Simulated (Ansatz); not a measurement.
Reaction: C2H6O (methoxymethane, SMILES COC) → C2H6O (ethanol, SMILES CCO)
Each species at its own B3LYP-D3(BJ)/def2-TZVP minimum (Ansatz, a quantum-chemistry and plane-wave program), one conformer.

Property: isomerisation energy (electronic), in kJ/mol. Open shells are spin-unrestricted; no spin-orbit coupling. CBS(X,Y): correlation extrapolated as X^-3, Hartree-Fock from the larger set. A bracket is a step between two methods taken in the basis named. Functionals run without relativity, which enters their misses. Double hybrids freeze cores in their MP2 part. '+ core + X2C': CCSD(T) terms for core correlation (cc-pwCVTZ) and scalar relativity (cc-pVTZ-DK).

CCSD(T)/CBS(cc-pVTZ,cc-pVQZ) + [CCSDT(Q) - CCSD(T)]/cc-pVDZ + core + X2C (Ansatz) gives -52.1 kJ/mol.

Task: How far off this value is PBE/def2-TZVPD (Ansatz), in which direction, and which of these levels come nearer: r2SCAN/def2-TZVPD, B3LYP/def2-TZVPD, PBE0/def2-TZVPD, B2PLYP/def2-TZVPD, CCSD(T)/CBS(cc-pVTZ,cc-pVQZ) + core + X2C?

Result: PBE gives -46.9 kJ/mol, 5.2 kJ/mol above it. Differences of the others: r2SCAN/def2-TZVPD (Ansatz) 5.0; B3LYP/def2-TZVPD (Ansatz) 8.4; PBE0/def2-TZVPD (Ansatz) 3.2; B2PLYP/def2-TZVPD (Ansatz) 5.9; CCSD(T)/CBS(cc-pVTZ,cc-pVQZ) + core + X2C (Ansatz) 0.0 kJ/mol. Nearer than PBE: r2SCAN/def2-TZVPD, PBE0/def2-TZVPD, CCSD(T)/CBS(cc-pVTZ,cc-pVQZ) + core + X2C.
